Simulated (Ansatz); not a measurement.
## Which is lower?

Two relaxed structures of Si₂H₃O, doublet (PBE0-D4/def2-TZVP; forces vanish, vibrations not checked).

A:

O1  (-1.355, -0.026, -1.072)
Si2  (0.081, 0.122, -0.295)
Si3  (0.516, -0.473, 1.841)
H4  (-2.078, -0.403, -0.563)
H5  (0.937, 0.722, -1.355)
H6  (1.899, 0.057, 1.445)
(Å)

B:

```xyz
6
angstrom
O -1.3252 -0.2102 -1.4015
Si -0.0976 0.4109 -0.7471
Si 0.9808 -0.5251 1.0228
H 0.7018 -1.9212 1.4231
H 0.4743 1.7337 -1.1281
H 2.3144 -0.0202 1.4280
```

Computed with Ansatz 0.2.0 (basis: def2-TZVPP); correlated methods freeze the cores; orbitals are unrestricted. B3LYP uses VWN-RPA correlation.

**Question.** Which structure is lower at CCSD(T), and by how much? (An estimate is asked for; the value comes from the calculation.)

**Answer.** By the calculation: A, by 24.3 kJ/mol (electronic energy, against the other). By their contacts, A is Si₂H₃O ([OH][SiH][SiH]) and B is Si₂H₃O ([O][SiH][SiH2]).

All methods give the same order:

```csv
method,E(B) − E(A) (kJ/mol)
PBE-D4,24.2
r2SCAN-D4,17.4
PBE0-D4,32.1
B3LYP-D4,21.8
wB97M-V,35.7
HF,25.1
MP2,11.3
CCSD,27.8
CCSD(T),24.3
```

T1 diagnostic: at most 0.023. ⟨S²⟩ of the unrestricted Hartree–Fock references: 0.77 to 0.78 (a pure state has 0.75).

Labels in which every atom is bracketed show which atoms are joined, not bond orders.

For scale, one of the runs: CCSD(T)/def2-TZVPP, 157 basis functions, launched by `ansatz run in.yaml --threads 2 --pin off --events-out ev --progress --plain --max-ram 4352MiB`. The run took 60 s on 2 CPU threads of an Arm Neoverse V2 (shared host), with 2.4 GiB of host memory at its peak.
